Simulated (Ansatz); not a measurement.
System: acetylene, C$_{2}$H$_{2}$, charge 0, multiplicity 1. SMILES: C#C
Geometry: optimised at B3LYP-D3(BJ)/def2-TZVP (Ansatz, a quantum-chemistry and plane-wave program).

Atomisation energy built up term by term with Ansatz (kcal/mol; UHF references for open shells; valence terms freeze the core; atomic spin-orbit terms are left out). CBS(X,Y): correlation extrapolated as X^-3; Hartree-Fock from the larger set.

```
term                                            basis  kcal/mol
-----------------------  ----------------------------  --------
Hartree-Fock                              aug-cc-pVQZ         ?
CCSD correlation         CBS(aug-cc-pVTZ,aug-cc-pVQZ)    100.92
(T)                      CBS(aug-cc-pVTZ,aug-cc-pVQZ)         ?
CCSDT - CCSD(T)                               cc-pVDZ     -0.14
(Q)                                           cc-pVDZ      0.60
core correlation                            cc-pwCVTZ      2.33
scalar relativity (X2C)    cc-pVTZ-DK against cc-pVTZ     -0.27
sum: De                                                       ?
```

**Question.** Some entries are withheld; supply them.

**Answer.** 
- Hartree-Fock, kcal/mol: 293.98
- (T), kcal/mol: 8.35
- sum: De, kcal/mol: 405.8
